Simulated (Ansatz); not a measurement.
# Zr (Zr, hcp): the cost of one run

Program: Ansatz 0.2.0. Level of theory: DFT BLYP, plane waves (420 eV) with PAW, scalar-relativistic; PBE-made PAW files. These are calculated values, not measurements.

### 1 The starting structure

The structure is hexagonal, space group P6_3/mmc (No. 194). The conventional cell has a = 3.232 Å, b = 3.232 Å, c = 5.147 Å, α = 90.00°, β = 90.00°, γ = 120.00°. Around Zr (site symmetry -6m2) lie 12 Zr at 3.18 to 3.23 Å.

Structure file:

```
Zr
1.0
     3.23200    0.00000    0.00000
    -1.61600    2.79899    0.00000
     0.00000    0.00000    5.14700
Zr
2
Direct
  0.33333 0.66667 0.25000
  0.66667 0.33333 0.75000
```

### 2 Relaxing cell and atoms

Input file input.yaml:

```yaml
crystal:
  lattice:
    - [3.2319982225, 0.0, 0.0]
    - [-1.6159991112, 2.7989925656, 0.0]
    - [0.0, 0.0, 5.147]
  atoms:
    - { symbol: Zr, position: [0.3333333333, 0.6666666667, 0.25] }
    - { symbol: Zr, position: [0.6666666667, 0.3333333333, 0.75] }
hamiltonian:
  xc: blyp
  pseudopotentials:
    kind: paw
    azcp:
      Zr: "pseudopotentials/Zr.paw.azcp"
basis:
  ecutwfc: 420
  fft_grid_basis: typed
kpoints:
  mp_grid: { grid: [11, 11, 6], shift: [0, 0, 0] }
magnetization:
  spin_polarized: false
scf:
  occupations: { method: fermi_dirac, width: 0.1 }
relax:
  max_steps: 60
  f_tol: 0.01
  cell: {}
```

**Question.** How long does this run take on 1 thread of an x86-64 CPU, shared host, and how much memory does it need?

About 22 s, with a peak of 0.57 GiB.
